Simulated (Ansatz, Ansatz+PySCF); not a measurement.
```tsv
atom	x (Å)	y (Å)	z (Å)
O	0.0000	0.7716	-0.6580
H	0.0000	1.4671	-0.1009
Cl	0.0000	-0.4494	0.3156
```

RHF-MP2 on singlet HClO was run in several spherical basis sets with Ansatz (development build ahead of 0.2.0). Frozen core: 6 orbitals.

Task: Rank the basis sets by the total energy that they give, lowest first, with the distance from the lowest.
A. def2-TZVP
B. def2-SVP
C. cc-pVDZ
D. 6-31G(d)
E. cc-pVTZ

Result: E (0.00 eV), A (0.31 eV), C (4.39 eV), D (5.79 eV), B (10.30 eV).

Totals follow the description of the cores as much as that of the bonds, so this order isn't one of quality for chemistry.
